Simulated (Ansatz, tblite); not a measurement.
# The cluster SnSe2−: one state, many levels

One table from this session's results is given with a row withheld; the runs are named, their logs left out.

Method: as each input shows; program: Ansatz 0.2.0, Gaussian basis.

Plan: GFN1-xTB, GFN2-xTB, PBE-D4/def2-TZVPD, r2SCAN-D4/def2-TZVPD, r2SCANh-D4/def2-TZVPD, PBE-QIDH/def2-TZVPD, r2SCAN0-D4/def2-TZVPD, ωB97M-V/def2-TZVPD, CAM-B3LYP-D4/def2-TZVPD, LC-ωPBE(0.10)/def2-TZVPD, LC-ωPBE(0.15)/def2-TZVPD, LC-ωPBE(0.20)/def2-TZVPD, LC-ωPBE(0.30)/def2-TZVPD, PBE-D4/def2-SVPD, PBE0-D4/def2-SVPD, CCSD(T)/def2-SVPD, MP2/def2-TZVPD, RPA/def2-TZVPD.

**The geometry**

The doublet was relaxed beforehand with r2SCAN-D4/def2-TZVPD. At that level it is the lowest of the isomers that a small search found.

3 atoms, charge -1, spin multiplicity 2.

Bond lengths: Sn1–Se2 2.435 Å, Sn1–Se3 2.435 Å. Angles: Se2–Sn1–Se3 129.7°.

Sn takes a core potential in the def2 sets. No spin-orbit coupling is included. The ion is computed in the gas phase, without counter-ions or solvent.

PBE0-D4/def2-TZVPD was run before; its log isn't repeated, and its numbers join the tables.

Set-up of the first run:

Tight binding, by tblite at 300 K electronic temperature and without a spin-polarisation term:

```python
tblite.interface.Calculator('GFN1-xTB', numbers, positions, charge=-1, uhf=1).singlepoint()
```

Tight binding, by tblite at 300 K electronic temperature and without a spin-polarisation term:

```python
tblite.interface.Calculator('GFN2-xTB', numbers, positions, charge=-1, uhf=1).singlepoint()
```

start.molden holds the orbitals of an earlier run on this state, given as this run's starting guess.

File in.yaml:

```yaml
crystal:
  periodic: [false, false, false]
  atoms:
    - {symbol: Sn, position_ang: [-0.040260, 0.004909, -0.688209]}
    - {symbol: Se, position_ang: [2.175287, -0.445974, 0.214878]}
    - {symbol: Se, position_ang: [-2.135037, 0.441075, 0.473332]}
basis:
  gaussian: {orbitals: def2-TZVPD, initial_orbitals: start.molden}
total_charge: -1
magnetization: {spin_polarized: true, initial_magnetization: 1}
hamiltonian: {xc: pbe, dispersion: d4}
scf: {omitted_lower_state_checks: [starts]}
output: {forces: true, orbitals: {seedname: orbitals}}
```

On the command line:

```
$ ansatz run in.yaml --threads 2 --pin off --events-out ev --progress --plain --max-ram 4352MiB
```

Among the steps run: PBE-D4/def2-TZVPD; r2SCAN-D4/def2-TZVPD; r2SCANh-D4/def2-TZVPD; PBE-QIDH/def2-TZVPD; r2SCAN0-D4/def2-TZVPD; ωB97M-V/def2-TZVPD; CAM-B3LYP-D4/def2-TZVPD; LC-ωPBE(0.10)/def2-TZVPD; LC-ωPBE(0.15)/def2-TZVPD; LC-ωPBE(0.20)/def2-TZVPD; LC-ωPBE(0.30)/def2-TZVPD; PBE-D4/def2-SVPD; PBE0-D4/def2-SVPD; CCSD(T)/def2-SVPD; MP2/def2-TZVPD; RPA/def2-TZVPD.

One of the session's tables, all rows but one given; the rest of the session is left out.

It belongs to the step «Levels side by side». 

| level | HOMO (eV) | LUMO (eV) | gap (eV) |
| --- | --- | --- | --- |
| PBE-D4/def2-SVPD | -0.57 | 0.02 | 0.59 |
| PBE-D4/def2-TZVPD | -0.54 | 0.05 | 0.59 |
| r2SCAN-D4/def2-TZVPD | -0.81 | 0.19 | 1.00 |
| r2SCANh-D4/def2-TZVPD | -1.16 | 0.44 | 1.61 |
| PBE0-D4/def2-SVPD | -1.51 | 0.66 | 2.17 |
| PBE0-D4/def2-TZVPD | -1.48 | 0.70 | 2.18 |
| r2SCAN0-D4/def2-TZVPD | -1.70 | 0.82 | 2.52 |
| CAM-B3LYP-D4/def2-TZVPD | -2.57 | 1.49 | 4.06 |
| ωB97M-V/def2-TZVPD | ? | ? | ? |
| LC-ωPBE(0.10)/def2-TZVPD | -1.91 | 1.33 | 3.25 |
| LC-ωPBE(0.15)/def2-TZVPD | -2.41 | 1.74 | 4.15 |
| LC-ωPBE(0.20)/def2-TZVPD | -2.81 | 2.01 | 4.82 |
| LC-ωPBE(0.30)/def2-TZVPD | -3.40 | 2.34 | 5.74 |

Q: Estimate the row for ωB97M-V/def2-TZVPD from the others.

As computed: HOMO (eV): -3.31; LUMO (eV): 2.17; gap (eV): 5.48. In the column «HOMO (eV)» it lies between LC-ωPBE(0.30)/def2-TZVPD (-3.40) and LC-ωPBE(0.20)/def2-TZVPD (-2.81).
